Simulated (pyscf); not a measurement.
This saddle point was located with ωB97X-D3(BJ)/def2-SVP in PySCF.

```xyz
12

Si    -1.2758    -0.5534    -0.3472
Si     0.1863     0.7300    -1.6357
H     -1.3211     0.0235     1.1408
H     -2.6532    -0.5115    -0.9273
H     -0.8198    -1.9767    -0.3050
H     -0.2651     2.1538    -1.6433
H      1.5594     0.6711    -1.0509
H      0.2481     0.2429    -3.0463
C     -1.3924     0.5942     2.6752
H     -2.2163     0.0029     3.0874
H     -1.5977     1.6543     2.4945
H     -0.3888     0.3481     3.0372
```
Charge 0, spin multiplicity 2.

Surface: doublet, charge 0. Lowest wavenumbers (cm⁻¹): 855i, 11, 53, 80, 197.

Question: What reaction is this the transition state of?

Answer: H₃Si–SiH₃ + CH₃• <-> •H₂Si–SiH₃ + CH₄, a hydrogen abstraction read from left to right: H–Si broken and C–H formed. At ωB97M-D3(BJ)/def2-TZVP it lies +28.1 kJ/mol from the left side and +106.7 kJ/mol from the right (each side as separated species at their lowest minima found). This is the saddle that the search found; another between the same sides may lie lower. The angle at the transferred H is 179°.
